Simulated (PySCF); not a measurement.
C₄H₄O₂.
Structure used (GFN2-xTB), in Å, numbered top down from 1:
```xyz
10
C4H4O2 angstrom
C     -1.889   -1.062   -0.714
C     -1.030   -0.287   -0.148
C     -0.149    0.492    0.419
C      1.296    0.359    0.184
O      1.840   -0.450   -0.522
O      1.982    1.287    0.878
H     -2.324   -0.823   -1.670
H     -2.209   -1.983   -0.255
H     -0.440    1.284    1.094
H      2.932    1.188    0.711
```

Level of theory: TDDFT PBE0/def2-SVPD, vertical, gas phase, core orbitals frozen in the response (PySCF).

Frontier orbitals with the atoms that hold most of them (Löwdin shares over 4%, at most four atoms; ? is withheld):

```csv
orbital,ε (eV),atoms
LUMO+2,0.54,"O6 28%, H10 16%, C4 15%, C3 10%"
LUMO+1,-0.24,"C1 33%, C2 32%, C3 10%, H7 6%"
LUMO,-1.40,?
HOMO,?,"O5 49%, C1 12%, C3 9%, C2 9%"
HOMO-1,-8.27,?
HOMO-2,-8.63,"C2 29%, C1 29%, O5 23%, C3 4%"
HOMO-3,-9.50,"O6 48%, O5 32%, C4 11%"
```

(1) Give the leading atoms of the LUMO.

(2) Give the leading atoms of the HOMO-1.

(3) What is the HOMO energy, and the HOMO–LUMO gap?

## Answers

(1) C2 (bonded to 2 C) 26%; C4 (bonded to C and 2 O) 19%; C3 (bonded to 2 C and H) 16%; O5 (bonded to C) 13%. By element: carbon 61% or more, oxygen 13% or more.

(2) C3 (bonded to 2 C and H) 35%; C2 (bonded to 2 C) 28%; O5 (bonded to C) 14%; C1 (bonded to C and 2 H) 8%. By element: carbon 71% or more, oxygen 14% or more.

(3) ε(HOMO) = -8.09 eV; the gap is 6.70 eV (0.2461 hartree).

Question: The HOMO–LUMO gap is 6.70 eV. Where does the response calculation put the lowest singlet, and from which orbitals?

Answer: S1 is at 4.89 eV (f = 0.0000), 1.81 eV below the gap, made of HOMO→LUMO (97%). 

Question: Give energy, strength and leading configuration of S1, S2, S3 and S4, and follow the Löwdin shares of the leading atoms from the occupied to the empty orbital.

Answer: 
- S1 (4.89 eV, f 0.0000), HOMO→LUMO (97%): O5 49% → 13%, C1 12% → at most 14%, C2 9% → 26%, C4 at most 9% → 19%
- S2 (5.40 eV, f 0.0001), HOMO-2→LUMO (96%): C2 29% → 26%, C1 29% → at most 14%, C4 at most 5% → 19%
- S3 (6.22 eV, f 0.0007), HOMO-1→LUMO+1 (97%): C3 35% → 10%, C2 28% → 32%, C1 8% → 33%
- S4 (6.30 eV, f 0.265), HOMO-1→LUMO (85%): C3 35% → 16%, C2 28% → 26%, C4 at most 8% → 19%

Löwdin shares depend on the basis, the more so with diffuse functions.

One conformer stands for the species.
